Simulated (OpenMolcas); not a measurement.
# doublet HBS+: a chain of runs

We compute the energy (ROHF/STO-3G), then a single-point energy (CASSCF(3,3)/STO-3G), then the energy (CASPT2(3,3)/STO-3G), then the energy (SC-NEVPT2(3,3)/STO-3G), then a single-point energy (MRCI(3,3)/STO-3G) of doublet HBS+. 

The results are computed with OpenMolcas 26.06.

1 further run of the same task is left out (set aside as unsound or not needed).

## Step 1: The system as given

HBS+ has 3 atoms, charge +1, and is taken as a doublet. SMILES of the parent species: `B=S`. The coordinates come from a GFN2-xTB relaxation. That shape belongs to the parent species and isn't relaxed for this state.

Bond lengths: B1–S2 1.592 Å, B1–H3 1.144 Å. Angles: S2–B1–H3 179.9°.

## Step 2: A single-point energy at ROHF/STO-3G (run 1)

mol.xyz reads:

```xyz
3

B     -0.041030    -0.016100     0.142540
S      0.395320     0.146510    -1.379660
H     -0.354300    -0.130410     1.237110
```

step1.inp reads:

```
&GATEWAY
  BasLib = $CurrDir
  Coord = mol.xyz
  Basis = STO-3G
  Group = NoSym

&SEWARD

&SCF
  UHF
  Charge = 1
  Spin = 2
  Scramble = 0.25
  PrOrbitals = 1 1

&RASSCF
  FileOrb = $Project.UnaOrb
  Spin = 2
  Nactel = 1 0 0
  Inactive = 10
  Ras2 = 1
  OutOrbitals = Canonical
  OrbListing = Nothing
```

The basis set STO-3G is read from a file made from the Basis Set Exchange's data (not shown).

Started as:

```sh
$ export MOLCAS_MEM=1860
$ pymolcas step1.inp > step1.log
```

The log of the run:

```text
--- Start Module: gateway ---
[...]
--- Stop Module: gateway /rc=_RC_ALL_IS_WELL_ ---
[...]
      Basis functions           15
[...]
--- Start Module: scf ---
[...]
       Convergence after  19 Iterations
[...]
::    Total SCF energy                               -417.8463300097
[...]
      Total spin, S                                     0.5057574617
[...]
--- Stop Module: scf /rc=_RC_ALL_IS_WELL_ ---
--- Start Module: rasscf ---
[...]
      Number of active orbitals                  1
[...]
      Spin quantum number                      0.5
[...]
      Active orbitals                            1
[...]
      Number of CSFs                             1
[...]
      Number of root(s) required                 1
[...]
      Convergence after  8 iterations
[...]
      printout of CI-coefficients larger than  0.05 for root  1
      energy=    -417.845486
      conf/sym  1     Coeff  Weight
             1  u   1.00000 1.00000
      Natural orbitals and occupation numbers for root  1
      sym 1:   1.000000
      ************************************************************************************************************************
      *                                                    Final results                                                     *
[...]
::    RASSCF root number  1 Total energy:   -417.84548635
[...]
      Total electronic charge=   21.000000
      Total            charge=    1.000000
[...]
      Dipole Moment (debye):
      Origin of the operator (angstrom)=    0.2689    0.0995   -0.9387
                   X= -7.0266E-01               Y= -2.6260E-01               Z=  2.4489E+00           Total=  2.5612E+00
      Center of Charge (angstrom)
[...]
--- Stop Module: rasscf /rc=_RC_ALL_IS_WELL_ ---
[...]
```

It took 1.4 s on 1 thread of Intel Xeon 6975P-C (Granite Rapids), shared host; peak memory 0.37 GiB.

## Step 3: A single-point energy at CASSCF(3,3)/STO-3G (run 2)

mol.xyz is that of step 2.

step2.input reads:

```
>>> EXPORT MOLCAS_PRINT=2

&GATEWAY
  BASLIB
  $CurrDir
  COORD
  mol.xyz
  BASIS
  STO-3G
  GROUP
  NoSym

&SEWARD

&RASSCF
  FILEORB
  $CurrDir/step1.RasOrb
  SPIN
  2
  NACTEL
  3 0 0
  INACTIVE
  9
  RAS2
  3
  ORBLISTING
  Nothing
```

The basis set STO-3G is read from a file made from the Basis Set Exchange's data (not shown).

Started as:

```sh
$ export MOLCAS_MEM=1860
$ pymolcas step2.input > step2.log
```

The log of the run:

```text
--- Start Module: gateway ---
[...]
--- Stop Module: gateway /rc=_RC_ALL_IS_WELL_ ---
--- Start Module: seward ---
[...]
      Basis functions           15
--- Stop Module: seward /rc=_RC_ALL_IS_WELL_ ---
--- Start Module: rasscf ---
[...]
      Number of active orbitals                  3
[...]
      Spin quantum number                      0.5
[...]
      Active orbitals                            3
[...]
      Number of CSFs                             8
[...]
      Number of root(s) required                 1
[...]
      Convergence after 23 iterations
[...]
      printout of CI-coefficients larger than  0.05 for root  1
      energy=    -417.861687
      conf/sym  111     Coeff  Weight
             1  2u0  -0.98617 0.97254
             4  udu   0.05261 0.00277
             8  0u2  -0.15419 0.02377
      Natural orbitals and occupation numbers for root  1
      sym 1:   1.948761   1.000000   0.051239
      ************************************************************************************************************************
      *                                                    Final results                                                     *
[...]
::    RASSCF root number  1 Total energy:   -417.86168748
[...]
      Total electronic charge=   21.000000
      Total            charge=    1.000000
[...]
      Dipole Moment (debye):
      Origin of the operator (angstrom)=    0.2689    0.0995   -0.9387
                   X= -5.4517E-01               Y= -2.0063E-01               Z=  1.8978E+00           Total=  1.9848E+00
      Center of Charge (angstrom)
[...]
--- Stop Module: rasscf /rc=_RC_ALL_IS_WELL_ ---
[...]
```

Wall time 1.2 s (1 thread of Intel Xeon 6975P-C (Granite Rapids), shared host); peak memory 0.37 GiB.

## Step 4: A single-point energy at CASPT2(3,3)/STO-3G (run 3)

mol.xyz is that of step 3.

step3.inp reads:

```
>>> EXPORT MOLCAS_PRINT=2

&GATEWAY
 BasLib
 $CurrDir
 Coord
 mol.xyz
 Basis
 STO-3G
 Group
 NoSym

&SEWARD

&RASSCF
 FileOrb
 $CurrDir/step2.RasOrb
 Spin
 2
 Nactel
 3 0 0
 Inactive
 9
 Ras2
 3
 OrbListing
 Nothing

&CASPT2
 Imaginary
 0.1
 Frozen
 6
```

The basis set STO-3G is read from a file made from the Basis Set Exchange's data (not shown).

Started as:

```sh
$ export MOLCAS_MEM=1860
$ pymolcas step3.inp > step3.log
```

The log of the run:

```text
--- Start Module: gateway ---
[...]
--- Stop Module: gateway /rc=_RC_ALL_IS_WELL_ ---
[...]
      Basis functions           15
[...]
--- Start Module: rasscf ---
[...]
      Number of active orbitals                  3
[...]
      Spin quantum number                      0.5
[...]
      Active orbitals                            3
[...]
      Number of CSFs                             8
[...]
      Number of root(s) required                 1
[...]
      Convergence after  4 iterations
[...]
      printout of CI-coefficients larger than  0.05 for root  1
      energy=    -417.861687
      conf/sym  111     Coeff  Weight
             1  2u0  -0.98617 0.97253
             4  udu   0.05262 0.00277
             8  0u2  -0.15419 0.02378
      Natural orbitals and occupation numbers for root  1
      sym 1:   1.948757   1.000000   0.051243
      ************************************************************************************************************************
      *                                                    Final results                                                     *
[...]
::    RASSCF root number  1 Total energy:   -417.86168748
[...]
      Total electronic charge=   21.000000
      Total            charge=    1.000000
[...]
      Dipole Moment (debye):
      Origin of the operator (angstrom)=    0.2689    0.0995   -0.9387
                   X= -5.4516E-01               Y= -2.0069E-01               Z=  1.8978E+00           Total=  1.9848E+00
      Center of Charge (angstrom)
[...]
--- Stop Module: rasscf /rc=_RC_ALL_IS_WELL_ ---
--- Start Module: caspt2 ---
[...]
 ###    WARNING: User changed nr of frozen orbitals.                         ###
 ###############################################################################
[...]
      E2 (Variational):          -0.0478780810
      Total energy:            -417.9095655604
[...]
      Reference weight:           0.97518
[...]
::    CASPT2 Root  1     Total energy:   -417.90956556
[...]
--- Stop Module: caspt2 /rc=_RC_ALL_IS_WELL_ ---
[...]
```

Wall time 1 s (1 thread of Intel Xeon 6975P-C (Granite Rapids), shared host); peak memory 0.36 GiB.

## Step 5: A single-point energy at SC-NEVPT2(3,3)/STO-3G (run 4)

mol.xyz is that of step 4.

step4.inp reads:

```
&GATEWAY
BasLib = $CurrDir
Coord = mol.xyz
Basis = STO-3G
Group = NoSym
&SEWARD
&RASSCF
FileOrb = $CurrDir/step2.RasOrb
Spin = 2
Nactel = 3 0 0
Inactive = 9
Ras2 = 3
OrbListing = Nothing
&CASPT2
SC-NEVPT2
Frozen = 6
```

The basis set STO-3G is read from a file made from the Basis Set Exchange's data (not shown).

Started as:

```sh
$ export MOLCAS_MEM=1860
$ pymolcas step4.inp > step4.log
```

The log of the run:

```text
--- Start Module: gateway ---
[...]
--- Stop Module: gateway /rc=_RC_ALL_IS_WELL_ ---
[...]
      Basis functions           15
[...]
--- Start Module: rasscf ---
[...]
      Number of active orbitals                  3
[...]
      Spin quantum number                      0.5
[...]
      Active orbitals                            3
[...]
      Number of CSFs                             8
[...]
      Number of root(s) required                 1
[...]
      Convergence after  4 iterations
[...]
      printout of CI-coefficients larger than  0.05 for root  1
      energy=    -417.861687
      conf/sym  111     Coeff  Weight
             1  2u0  -0.98617 0.97253
             4  udu   0.05262 0.00277
             8  0u2  -0.15419 0.02378
      Natural orbitals and occupation numbers for root  1
      sym 1:   1.948757   1.000000   0.051243
      ************************************************************************************************************************
      *                                                    Final results                                                     *
[...]
::    RASSCF root number  1 Total energy:   -417.86168748
[...]
      Total electronic charge=   21.000000
      Total            charge=    1.000000
[...]
      Dipole Moment (debye):
      Origin of the operator (angstrom)=    0.2689    0.0995   -0.9387
                   X= -5.4516E-01               Y= -2.0069E-01               Z=  1.8978E+00           Total=  1.9848E+00
      Center of Charge (angstrom)
[...]
--- Stop Module: rasscf /rc=_RC_ALL_IS_WELL_ ---
--- Start Module: caspt2 ---
[...]
 ###    WARNING: User changed nr of frozen orbitals.                         ###
 ###############################################################################
[...]
      E2 (Variational):          -0.0506272616
[...]
      E2 (Variational):          -0.0503644350
      Total energy:            -417.9120519144
[...]
      Reference weight:           0.97200
[...]
::    SC-NEVPT2 Root  1     Total energy:   -417.91205191
[...]
--- Stop Module: caspt2 /rc=_RC_ALL_IS_WELL_ ---
[...]
```

Run time: 1.1 s. Hardware: 1 thread of Intel Xeon 6975P-C (Granite Rapids), shared host; peak memory 0.37 GiB.

## Step 6: The energy at MRCI(3,3)/STO-3G (run 5)

mol.xyz is that of step 5.

step5.inp reads:

```
* BHS MRCI
>>> EXPORT MOLCAS_PRINT=2

&GATEWAY
  BasLib = $CurrDir
  Coord = mol.xyz
  Basis = STO-3G
  Group = NoSym

&SEWARD

&RASSCF
  FileOrb = $CurrDir/step2.RasOrb
  Spin = 2
  Nactel = 3 0 0
  Inactive = 9
  Ras2 = 3
  OrbListing = Nothing

&MOTRA
  LumOrb
  Frozen = 6

&GUGA
  Electrons = 9
  Spin = 2
  Inactive = 3
  Active = 3
  CIAll = 1

&MRCI
  SDCI
```

The basis set STO-3G is read from a file made from the Basis Set Exchange's data (not shown).

Started as:

```sh
$ export MOLCAS_MEM=1860
$ pymolcas step5.inp > step5.log
```

The log of the run:

```text
--- Start Module: gateway ---
[...]
--- Stop Module: gateway /rc=_RC_ALL_IS_WELL_ ---
[...]
      Basis functions           15
[...]
      Number of active orbitals                  3
[...]
      Spin quantum number                      0.5
[...]
      Active orbitals                            3
[...]
      Number of CSFs                             8
[...]
      Number of root(s) required                 1
[...]
      Convergence after  4 iterations
[...]
      printout of CI-coefficients larger than  0.05 for root  1
      energy=    -417.861687
      conf/sym  111     Coeff  Weight
             1  2u0  -0.98617 0.97253
             4  udu   0.05262 0.00277
             8  0u2  -0.15419 0.02378
      Natural orbitals and occupation numbers for root  1
      sym 1:   1.948757   1.000000   0.051243
      ************************************************************************************************************************
      *                                                    Final results                                                     *
[...]
::    RASSCF root number  1 Total energy:   -417.86168748
[...]
      Dipole Moment (debye):
      Origin of the operator (angstrom)=    0.2689    0.0995   -0.9387
                   X= -5.4516E-01               Y= -2.0069E-01               Z=  1.8978E+00           Total=  1.9848E+00
      Center of Charge (angstrom)
[...]
      *** WARNING: Default frozen orbitals is overwritten by user input.
      *** Default values:   6
[...]
--- Start Module: guga ---
[...]
--- Stop Module: guga /rc=_RC_ALL_IS_WELL_ ---
--- Start Module: mrci ---
[...]
       (But an ACPF correction will be computed)
       USE THE DEFAULT ACPF G-VALUE GFAC=  0.22222222222222221
[...]
                      CI ENERGY:  -417.92578664
[...]
                ACPF CORRECTION:    -0.00270021
[...]
      Total electronic charge=   21.000000
      Total            charge=    1.000000
[...]
     ACPF CORRECTION:     -0.00270021
[...]
  CI State   1     Total energy:   -417.92578664     QDav:     -0.00351400     QACPF:     -0.00270021
[...]
--- Stop Module: mrci /rc=_RC_ALL_IS_WELL_ ---
[...]
```

Wall time 1.1 s (1 thread of Intel Xeon 6975P-C (Granite Rapids), shared host); peak memory 0.37 GiB.

## Step 7: Summary of results

| quantity | value |
| --- | --- |
| run 1, ROHF/STO-3G: total energy | -417.84549 Eh |
| run 2, CASSCF(3,3)/STO-3G: total energy | -417.86169 Eh |
| run 3, CASPT2(3,3)/STO-3G: total energy | -417.90957 Eh |
| run 4, SC-NEVPT2(3,3)/STO-3G: total energy | -417.91205 Eh |
| run 5, MRCI(3,3)/STO-3G: total energy | -417.92579 Eh |

**Reading.** Mulliken charges (run 1, ROHF/STO-3G) run from +0.11 on H3 to +0.54 on S2; they depend strongly on the basis. Mulliken charges (run 2, CASSCF(3,3)/STO-3G) run from +0.10 on H3 to +0.60 on S2. Mulliken charges (run 3, CASPT2(3,3)/STO-3G) of the CASSCF density run from +0.10 on H3 to +0.60 on S2. Mulliken charges (run 5, MRCI(3,3)/STO-3G) of the CASSCF density run from +0.10 on H3 to +0.60 on S2; they depend strongly on the basis.
